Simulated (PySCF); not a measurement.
**Ar: ionisation energy**

Ar [Ar] (1S) → Ar⁺ [Ne] 3s2 3p5 (2P), as a difference of total energies. Computed with PySCF 2.14 in aug-cc-pV(Q+d)Z, with no relativity, point nucleus. Correlated levels: valence: [Ne] frozen. The calculations carry no spin-orbit coupling.

```json
{"method": "UHF", "ionisation energy (eV)": "14.549", "plus first-order spin-orbit estimate": "14.494", "error of that sum (eV)": "-1.266"}
{"method": "MP2 (valence)", "ionisation energy (eV)": "15.847", "plus first-order spin-orbit estimate": "15.792", "error of that sum (eV)": "+0.032"}
{"method": "SCS-MP2 (valence)", "ionisation energy (eV)": "15.760", "plus first-order spin-orbit estimate": "15.704", "error of that sum (eV)": "-0.056"}
{"method": "CCSD (valence)", "ionisation energy (eV)": "15.676", "plus first-order spin-orbit estimate": "15.621", "error of that sum (eV)": "-0.139"}
{"method": "CCSD(T) (valence)", "ionisation energy (eV)": "15.739", "plus first-order spin-orbit estimate": "15.683", "error of that sum (eV)": "-0.077"}
```

Reference: 15.760 eV (measured; NIST Atomic Spectra Database, ionization energies).

A first-order spin-orbit estimate (lowest level to lowest level, LS coupling) adds -0.055 eV.

Errors of the correlated levels include the incompleteness of this basis and the frozen core.
